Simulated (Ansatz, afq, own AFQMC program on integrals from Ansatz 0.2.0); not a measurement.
**CHN, triplet → CHN, quintet**

```json
{"atom": "N", "x (Å)": "0.0000", "y (Å)": "-0.1237", "z (Å)": "0.5266"}
{"atom": "C", "x (Å)": "0.0000", "y (Å)": "0.0813", "z (Å)": "-0.7051"}
{"atom": "H", "x (Å)": "0.0000", "y (Å)": "0.7504", "z (Å)": "1.0848"}
```

Connectivity, by distances: NH–C.

E(quintet, charge +0) − E(triplet, charge +0) at this geometry, on ROHF and UHF determinants.

Basis cc-pVDZ. Noble-gas cores (and the filled d shells of Ga–Kr and In–Xe) are frozen. Ansatz 0.2.0 and our own AFQMC program on the same integrals; the CISD trial comes from CCSD amplitudes, and released means the phaseless constraint is let go. Uncertainties: one standard error, sampling alone. The errors of all members are added in quadrature.

No full CI on the walks' own integrals is used here; CCSDT(Q) serves as the reference and is uncertain by about the last step of the cluster series. Each member takes its own surest rung, up to full CI.

Errors are counted within cc-pVDZ, not against nature.

Cautions: CHN (triplet): lower spins were not checked, a spin-contaminated unrestricted determinant lies lower (UHF 449 meV lower, ⟨S²⟩ 2.29), raised T1 diagnostic (T1 0.048, weight of the determinant 0.86, largest double 0.12), the ph-AFQMC/CISD walk drifts between its halves (2.3 errors), its ph-AFQMC/CISD value lies 28 ± 5 meV above CCSDT(Q); CHN (quintet): another spin lies lower; the upper state may be diffuse, so the gap hangs on the basis.

Reference (CCSDT(Q)): 488.1 kJ/mol.

```csv
level,vertical spin gap (kJ/mol),error against CCSDT(Q) (kJ/mol)
HF,284.8,-203.3
MP2,479.2,-8.9
CCSD,467.9,-20.2
CCSD(T),485.1,-3.0
CCSDT,486.3,-1.9
ph-AFQMC/CISD,485.8 ± 0.5,-2.3 ± 0.5
released AFQMC,488.3 ± 0.6,0.2 ± 0.6
```

Correlation beyond CCSD(T) adds 3.0 kJ/mol. The perturbative (T) step is worth +17.2 kJ/mol.

A walk keeps the symmetry of its determinant, which the program's search chose and which needn't be the lowest solution, so a lower state of the same spin and another symmetry isn't excluded. Released energies are given only where the last usable release times agree within the noise; a slower fall can still hide under it.
